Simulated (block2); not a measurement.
# DMRG/STO-3G run of HOF (hypofluorous acid)

What is the vertical singlet–triplet gap of HOF (hypofluorous acid) at DMRG/STO-3G? Input form: a Python script.

Program for the calculation: block2 0.5.4.

4 further runs of the same task are left out: 4 set aside as unsound or not needed.

## Step 1: Starting point

HOF: 3 atoms, total charge 0, spin state singlet. As SMILES, `OF`. The coordinates come from a PBE0-D4/def2-TZVP relaxation.

Bond lengths: O1–F2 1.406 Å, O1–H3 0.969 Å. Angles: F2–O1–H3 99.1°.

## Step 2: The energy at DMRG/STO-3G

dmrg.py reads:

```python
import numpy as np
from pyscf import cc, dft, gto, mcscf, mp, scf
from pyblock2._pyscf.ao2mo import integrals as itg
from pyblock2.driver.core import DMRGDriver, SymmetryTypes

mol = gto.M(atom="""
O
F 1 1.406397
H 1 0.969153 2 99.05738
""", basis="sto-3g", verbose=4, max_memory=2000)
print("basis functions = %d" % (mol.nao))
mf = scf.RHF(mol)
mf.conv_tol = 1e-10
mf.max_cycle = 200
mf.kernel()
if not mf.converged:
    mf = mf.newton().run(mf.mo_coeff, mf.mo_occ)
print("E(HF) = %.10f" % (mf.e_tot))
# MP2, CCSD and CCSD(T) with the same frozen core
ref = mf
pt = mp.MP2(ref, frozen=2).run()
mycc = cc.CCSD(ref, frozen=2)
mycc.max_cycle = 150
mycc.kernel()
print("E(MP2) = %.10f" % (pt.e_tot))
if mycc.converged:
    print(f"CCSD total energy = {mycc.e_tot:.10f}")
    print("E(CCSD(T)) = %.10f" % (mycc.e_tot + mycc.ccsd_t()))
    print(f"T1 = {mycc.get_t1_diagnostic():.4f}")
# a few density functionals on the same geometry and basis
ks = dft.RKS(mol, xc="revpbe").set(conv_tol=1e-9, verbose=3).run()
if ks.converged:
    print("E(revPBE) = %.8f" % (ks.e_tot))
ks = dft.RKS(mol, xc="m062x").set(conv_tol=1e-9, verbose=3).run()
if ks.converged:
    print("E(M06-2X) = %.8f" % (ks.e_tot))
ks = dft.RKS(mol, xc="pbe0").set(conv_tol=1e-9, verbose=3).run()
if ks.converged:
    print(f"E(PBE0) = {ks.e_tot:.8f}")
ks = dft.RKS(mol, xc="hse06").set(conv_tol=1e-9, verbose=3).run()
if ks.converged:
    print("E(HSE06) = %.8f" % (ks.e_tot))
# natural orbitals of MP2 give a compact matrix product state
occ_no, mo = mcscf.addons.make_natural_orbitals(mp.MP2(mf, frozen=2).run())
mf.mo_coeff = mo
ncas, n_elec, spin, ecore, h1e, g2e, orb_sym = itg.get_rhf_integrals(mf, ncore=2, ncas=9, pg_symm=False, g2e_symm=1)
dmrg = DMRGDriver(scratch="./tmp", symm_type=SymmetryTypes.SU2, stack_mem=1500 << 20, n_threads=1)
# orbital ordering
idx = dmrg.orbital_reordering(h1e, g2e, method="fiedler")
print("orbital order:", idx.tolist())
h1e = h1e[np.ix_(idx, idx)]
g2e = g2e[np.ix_(idx, idx, idx, idx)]
orb_sym = np.array(orb_sym)[idx]
dmrg.initialize_system(n_sites=ncas, n_elec=n_elec, spin=spin, orb_sym=orb_sym)
mpo = dmrg.get_qc_mpo(h1e=h1e, g2e=g2e, ecore=ecore, iprint=1)
occs = np.array([1.9] * 7 + [0.1] * 2)[idx]
psi = dmrg.get_random_mps(tag="GS", bond_dim=50, nroots=1, occs=occs)
bond_dims = [50] * 2 + [75] * 3 + [100] * 2
noises = [0.0001] * 2 + [0.0001] * 3 + [1e-05] * 2 + [0]
thrds = [1e-08] * 7
e = dmrg.dmrg(mpo, psi, n_sweeps=13, tol=1e-07, bond_dims=bond_dims, noises=noises, thrds=thrds, iprint=1)
ms, dws, es = dmrg.get_dmrg_results()
print("discarded weight = %.3e" % (dws[-1]))
print(f"E(final) = {e:.10f}")
dm1 = dmrg.get_1pdm(psi)
print("NOONs =", np.round(np.linalg.eigvalsh(dm1)[::-1], 5).tolist())
c_act = mf.mo_coeff[:, 2:11][:, idx]
dm_ao = c_act @ dm1 @ c_act.T + 2 * mf.mo_coeff[:, :2] @ mf.mo_coeff[:, :2].T
print("dipole / D =", np.round(scf.hf.dip_moment(mol, dm_ao, verbose=0), 4).tolist())
print(f"max block entropy = {max(dmrg.get_bipartite_entanglement(psi)):.4f}")
# exact diagonalisation in the same space
ci = mcscf.CASCI(mf, 9, (7, 7))
ci.fix_spin_(ss=0)
ci.fcisolver.conv_tol = 1e-10
ci.fcisolver.max_cycle = 200
ci.kernel()
print("FCI energy = %.10f" % (ci.e_tot))
```

Command:

```sh
$ python dmrg.py
```

Output:

```text
[INPUT] verbose = 4
[INPUT] num. atoms = 3
[INPUT] num. electrons = 18
[INPUT] charge = 0
[INPUT] spin (= nelec alpha-beta = 2S) = 0
[INPUT] symmetry False subgroup None
[INPUT] Mole.unit = angstrom
[INPUT] Symbol           X                Y                Z      unit          X                Y                Z       unit  Magmom
[INPUT]  1 O      0.000000000000   0.000000000000   0.000000000000 AA    0.000000000000   0.000000000000   0.000000000000 Bohr   0.0
[INPUT]  2 F      1.406397000000   0.000000000000   0.000000000000 AA    2.657705152410   0.000000000000   0.000000000000 Bohr   0.0
[INPUT]  3 H     -0.152567483071   0.000000000000   0.957068806575 AA   -0.288310758518   0.000000000000   1.808597926791 Bohr   0.0

nuclear repulsion = 34.062705574301
number of shells = 7
number of NR pGTOs = 33
number of NR cGTOs = 11
basis = sto-3g
ecp = {}
CPU time:         0.71
basis functions = 11

[... 39 lines left out ...]
converged SCF energy = -172.368950460028
[... 23 lines left out ...]
Init t2, MP2 energy = -172.430642410791  E_corr(MP2) -0.0616919507632351
[... 13 lines left out ...]
CCSD converged
[... 2 lines left out ...]
CCSD total energy = -172.4572838248
[... 12 lines left out ...]
converged SCF energy = -173.020235420496
[... 10 lines left out ...]
converged SCF energy = -173.066294774073
[... 10 lines left out ...]
converged SCF energy = -172.91861874499
[... 10 lines left out ...]
converged SCF energy = -172.930435737563
[... 11 lines left out ...]
integral symmetrize error =  0.0
integral cutoff error =  0.0
[... 26 lines left out ...]
Sweep =    3 | Direction = backward | Bond dimension =   75 | Noise =  1.00e-04 | Dav threshold =  1.00e-08
Time elapsed =      0.665 | E =    -172.4577484997 | DE = -8.53e-14 | DW = 7.29661e-16

Sweep =    4 | Direction =  forward | Bond dimension =   75 | Noise =  1.00e-04 | Dav threshold =  1.00e-08
Time elapsed =      0.866 | E =    -172.4577484997 | DE = -6.39e-14 | DW = 9.32948e-15

Sweep =    5 | Direction = backward | Bond dimension =  100 | Noise =  1.00e-05 | Dav threshold =  1.00e-08
Time elapsed =      1.070 | E =    -172.4577484997 | DE = -2.13e-14 | DW = 4.40595e-20

Sweep =    6 | Direction =  forward | Bond dimension =  100 | Noise =  1.00e-05 | Dav threshold =  1.00e-08
Time elapsed =      1.288 | E =    -172.4577484997 | DE = 6.39e-14 | DW = 2.37914e-20

Sweep =    7 | Direction = backward | Bond dimension =  100 | Noise =  0.00e+00 | Dav threshold =  1.00e-08
Time elapsed =      1.432 | E =    -172.4577484997 | DE = -4.26e-14 | DW = 1.62557e-20

discarded weight = 1.626e-20
E(final) = -172.4577484997
NOONs = [1.99957, 1.99933, 1.99912, 1.99731, 1.99699, 1.97297, 1.9146, 0.09109, 0.02904]
dipole / D = [-0.1763, 0.0, 1.3055]
max block entropy = 0.2036

******** <class 'pyscf.mcscf.casci.CASCI'> ********
CAS (7e+7e, 9o), ncore = 2, nvir = 0
natorb = False
canonicalization = True
sorting_mo_energy = False
max_memory 2000 MB (current use 264 MB)
******** <class 'pyscf.fci.addons.SpinPenaltyFCISolver'> ********
max. cycles = 200
conv_tol = 1e-10
davidson only = True
linear dependence = 1e-12
level shift = 0.001
max iter space = 12
max_memory 2000 MB
nroots = 1
pspace_size = 400
spin = None
Density matrix diagonal elements [1.99945115 1.99903213 1.99926094 1.99742655 1.99641826 1.97252616
 1.91463471 0.09179298 0.02945713]
CASCI converged
CASCI E = -172.457748500064  E(CI) = -60.4598026294743  S^2 = 0.0000000
FCI energy = -172.4577485001
```

It took 6.3 s on 1 thread of Arm Neoverse N1, shared host; peak memory 0.25 GiB.

## Step 3: The triplet: a single-point energy at DMRG/STO-3G

run_dmrg.py reads:

```python
import numpy as np
from pyscf import cc, dft, gto, mcscf, mp, scf
from pyblock2._pyscf.ao2mo import integrals as itg
from pyblock2.driver.core import DMRGDriver, SymmetryTypes

mol = gto.M(atom=[
    ("O", (0.430590, -0.210340, 0.216330)),
    ("F", (-0.221910, 1.014620, -0.010980)),
    ("H", (-0.208690, -0.804280, -0.205350)),
], basis="sto-3g", charge=0, spin=2, verbose=3)
print("basis functions = %d" % (mol.nao))
mf = scf.ROHF(mol)
mf.conv_tol = 1e-10
mf.max_cycle = 200
mf.kernel()
if not mf.converged:
    mf = mf.newton().run(mf.mo_coeff, mf.mo_occ)
print("SCF energy = %.10f" % (mf.e_tot))
# single-reference ladder for comparison
ref = scf.UHF(mol).run(mf.make_rdm1(), conv_tol=1e-10)
pt = mp.MP2(ref, frozen=2).run()
mycc = cc.CCSD(ref, frozen=2)
mycc.max_cycle = 150
mycc.kernel()
print(f"MP2 total energy = {pt.e_tot:.10f}")
if mycc.converged:
    print(f"CCSD total energy = {mycc.e_tot:.10f}")
    print(f"CCSD(T) total energy = {mycc.e_tot + mycc.ccsd_t():.10f}")
# a few density functionals on the same geometry and basis
ks = dft.UKS(mol, xc="revpbe").set(conv_tol=1e-9, verbose=3).run(mf.make_rdm1())
if ks.converged:
    print(f"E(revPBE) = {ks.e_tot:.8f}")
ks = dft.UKS(mol, xc="m062x").set(conv_tol=1e-9, verbose=3).run(mf.make_rdm1())
if ks.converged:
    print("E(M06-2X) = %.8f" % (ks.e_tot))
ks = dft.UKS(mol, xc="pbe0").set(conv_tol=1e-9, verbose=3).run(mf.make_rdm1())
if ks.converged:
    print(f"E(PBE0) = {ks.e_tot:.8f}")
ks = dft.UKS(mol, xc="hse06").set(conv_tol=1e-9, verbose=3).run(mf.make_rdm1())
if ks.converged:
    print(f"E(HSE06) = {ks.e_tot:.8f}")
# CCSD natural orbitals
occ_no, mo = mcscf.addons.make_natural_orbitals(cc.CCSD(mf.to_uhf(), frozen=2).run())
mf.mo_coeff = mo
ncas, n_elec, spin, ecore, h1e, g2e, orb_sym = itg.get_rhf_integrals(mf, ncore=2, ncas=9, pg_symm=False, g2e_symm=1)
drv = DMRGDriver(scratch="./tmp", symm_type=SymmetryTypes.SU2, stack_mem=1500 << 20, n_threads=1)
# orbital ordering
idx = drv.orbital_reordering(h1e, g2e, method="gaopt")
print("orbital order:", idx.tolist())
h1e = h1e[np.ix_(idx, idx)]
g2e = g2e[np.ix_(idx, idx, idx, idx)]
orb_sym = np.array(orb_sym)[idx]
drv.initialize_system(n_sites=ncas, n_elec=n_elec, spin=spin, orb_sym=orb_sym)
mpo = drv.get_qc_mpo(h1e=h1e, g2e=g2e, ecore=ecore, iprint=0)
occs = np.array([1.7] * 6 + [1.0] * 2 + [0.3] * 1)[idx]
mps = drv.get_random_mps(tag="GS", bond_dim=25, nroots=1, occs=occs)
bond_dims = [25] * 4 + [50] * 3 + [100] * 4
noises = [0.0001] * 4 + [0.0001] * 3 + [1e-05] * 4 + [0]
thrds = [1e-09] * 11
e = drv.dmrg(mpo, mps, n_sweeps=17, tol=1e-06, bond_dims=bond_dims, noises=noises, thrds=thrds, iprint=1)
ms, dws, es = drv.get_dmrg_results()
print("DW = %.3e" % (dws[-1]))
print("total energy = %.10f" % (e))
dm1 = drv.get_1pdm(mps)
print("natural occupations =", np.round(np.linalg.eigvalsh(dm1)[::-1], 5).tolist())
c_act = mf.mo_coeff[:, 2:11][:, idx]
dm_ao = c_act @ dm1 @ c_act.T + 2 * mf.mo_coeff[:, :2] @ mf.mo_coeff[:, :2].T
print("dipole / D =", np.round(scf.hf.dip_moment(mol, dm_ao, verbose=0), 4).tolist())
print(f"max block entropy = {max(drv.get_bipartite_entanglement(mps)):.4f}")
# exact diagonalisation in the same space
ci = mcscf.CASCI(mf, 9, (8, 6))
ci.fix_spin_(ss=2)
ci.fcisolver.conv_tol = 1e-10
ci.fcisolver.max_cycle = 200
ci.kernel()
print("E(FCI) = %.10f" % (ci.e_tot))
```

Command:

```sh
$ python run_dmrg.py
```

Output:

```text
basis functions = 11
converged SCF energy = -172.178527023621
SCF energy = -172.1785270236
converged SCF energy = -172.179813997372  <S^2> = 2.0049551  2S+1 = 3.0033016
E(UMP2) = -172.230042360848  E_corr = -0.0502283634768947
E(SCS-UMP2) = -172.21499917476  E_corr = -0.0351851773886167
E(UCCSD) = -172.261995269752  E_corr = -0.082181272380476
MP2 total energy = -172.2300423608
CCSD total energy = -172.2619952698
UCCSD(T) correction = -0.000246088117437208
CCSD(T) total energy = -172.2622413579

WARN: HOMO 0.135741019759125 >= LUMO -0.00591253077906967

WARN: HOMO 0.1436598538863 >= LUMO 0.00370444817363491

WARN: HOMO 0.139138128848077 >= LUMO -0.0039642341313969

WARN: HOMO 0.139721755642929 >= LUMO -0.00384780851300537

WARN: HOMO 0.139210379307893 >= LUMO -0.00445254382967836

WARN: HOMO 0.139291845732909 >= LUMO -0.00443524741684109

WARN: HOMO 0.139286127293139 >= LUMO -0.00443050661934602

WARN: HOMO 0.139284390296605 >= LUMO -0.00442845261116637

WARN: HOMO 0.13928441199896 >= LUMO -0.00442846429341187

WARN: HOMO 0.139284427209636 >= LUMO -0.00442845624616173

converged SCF energy = -172.858398149865  <S^2> = 2.0010206  2S+1 = 3.0006803
E(revPBE) = -172.85839815
converged SCF energy = -172.881353318303  <S^2> = 2.0019266  2S+1 = 3.0012841
E(M06-2X) = -172.88135332

WARN: HOMO 0.0405163306160445 >= LUMO 0.0405669323195774

WARN: HOMO 0.0406352580419486 >= LUMO 0.0408084507020271

WARN: HOMO 0.0409416664127517 >= LUMO 0.0411695649921183

WARN: HOMO 0.0412707066007888 >= LUMO 0.0414743894287274

WARN: HOMO 0.0411591295655331 >= LUMO 0.0413705060307184

WARN: HOMO 0.0411800346344247 >= LUMO 0.041383078675963

WARN: HOMO 0.041180183548183 >= LUMO 0.0413830482061968

WARN: HOMO 0.0411801676263003 >= LUMO 0.0413830063661632

converged SCF energy = -172.749303487763  <S^2> = 2.001376  2S+1 = 3.0009172
E(PBE0) = -172.74930349

WARN: HOMO 0.0510672389974888 >= LUMO 0.02271083525021

WARN: HOMO 0.0560495726671968 >= LUMO 0.0261061910991037

WARN: HOMO 0.0557846506747308 >= LUMO 0.0260665551713027

WARN: HOMO 0.0559869005431441 >= LUMO 0.0263590675093893

WARN: HOMO 0.0562978333401953 >= LUMO 0.0266298122396494

WARN: HOMO 0.0562035885029082 >= LUMO 0.0265435021858835

WARN: HOMO 0.0562169613160531 >= LUMO 0.0265520233298526

WARN: HOMO 0.056217609393308 >= LUMO 0.0265520449105547

WARN: HOMO 0.0562176371105603 >= LUMO 0.0265520636286511

converged SCF energy = -172.761504734224  <S^2> = 2.0013913  2S+1 = 3.0009274
E(HSE06) = -172.76150473
E(UCCSD) = -172.2619930419782  E_corr = -0.08346601835743035
orbital order: [8, 3, 2, 4, 7, 6, 5, 0, 1]

Sweep =    0 | Direction =  forward | Bond dimension =   25 | Noise =  1.00e-04 | Dav threshold =  1.00e-09
Time elapsed =      0.140 | E =    -172.2625731835 | DW = 1.47067e-07

Sweep =    1 | Direction = backward | Bond dimension =   25 | Noise =  1.00e-04 | Dav threshold =  1.00e-09
Time elapsed =      0.273 | E =    -172.2625803203 | DE = -7.14e-06 | DW = 6.48903e-07

Sweep =    2 | Direction =  forward | Bond dimension =   25 | Noise =  1.00e-04 | Dav threshold =  1.00e-09
Time elapsed =      0.412 | E =    -172.2625806168 | DE = -2.96e-07 | DW = 1.61957e-07

Sweep =    3 | Direction = backward | Bond dimension =   25 | Noise =  1.00e-04 | Dav threshold =  1.00e-09
Time elapsed =      0.541 | E =    -172.2625806177 | DE = -9.30e-10 | DW = 6.49572e-07

Sweep =    4 | Direction =  forward | Bond dimension =   50 | Noise =  1.00e-04 | Dav threshold =  1.00e-09
Time elapsed =      0.718 | E =    -172.2625806375 | DE = -1.98e-08 | DW = 1.29114e-10

Sweep =    5 | Direction = backward | Bond dimension =   50 | Noise =  1.00e-04 | Dav threshold =  1.00e-09
Time elapsed =      0.909 | E =    -172.2625806375 | DE = 2.13e-14 | DW = 3.13318e-09

Sweep =    6 | Direction =  forward | Bond dimension =   50 | Noise =  1.00e-04 | Dav threshold =  1.00e-09
Time elapsed =      1.114 | E =    -172.2625806375 | DE = 2.07e-11 | DW = 1.28291e-10

Sweep =    7 | Direction = backward | Bond dimension =  100 | Noise =  1.00e-05 | Dav threshold =  1.00e-09
Time elapsed =      1.365 | E =    -172.2625806375 | DE = 1.42e-13 | DW = 7.48012e-19

Sweep =    8 | Direction =  forward | Bond dimension =  100 | Noise =  1.00e-05 | Dav threshold =  1.00e-09
Time elapsed =      1.655 | E =    -172.2625806375 | DE = 2.13e-14 | DW = 6.22148e-20

Sweep =    9 | Direction = backward | Bond dimension =  100 | Noise =  1.00e-05 | Dav threshold =  1.00e-09
Time elapsed =      1.934 | E =    -172.2625806375 | DE = 7.11e-15 | DW = 7.68273e-19

Sweep =   10 | Direction =  forward | Bond dimension =  100 | Noise =  1.00e-05 | Dav threshold =  1.00e-09
Time elapsed =      2.222 | E =    -172.2625806375 | DE = 3.55e-14 | DW = 5.98435e-20

Sweep =   11 | Direction = backward | Bond dimension =  100 | Noise =  0.00e+00 | Dav threshold =  1.00e-07
Time elapsed =      2.412 | E =    -172.2625806375 | DE = -7.11e-15 | DW = 1.81839e-20

DW = 1.818e-20
total energy = -172.2625806375
natural occupations = [1.99998, 1.99961, 1.99848, 1.97016, 1.94063, 1.93947, 1.0602, 1.05853, 0.03294]
dipole / D = [-0.7487, -0.8056, -0.506]
max block entropy = 0.2577
CASCI E = -172.262580637553  E(CI) = -60.2649021590166  S^2 = 2.0000000
E(FCI) = -172.2625806376
```

It took 12 s on 1 thread of Arm Neoverse N1, shared host; peak memory 0.25 GiB.

## Step 4: Outcome

Level: DMRG/STO-3G, 2 core orbitals frozen.

| quantity | value |
| --- | --- |
| run 1, DMRG/STO-3G: total energy | -172.45775 Eh |
| run 1, DMRG/STO-3G: dipole moment (of the density that the program reports) | 1.32 D |
| run 1, DMRG/STO-3G: T1 diagnostic of the CCSD step | 0.007 |
| triplet: total energy | -172.26258 Eh |
| triplet: dipole moment (of the density that the program reports) | 1.21 D |
| vertical energy of the triplet above the singlet | 5.311 eV |

What this shows: At this shape the triplet lies 5.31 eV (122 kcal/mol) above the singlet. In a minimal basis such a difference can be off by several eV, whatever the method.
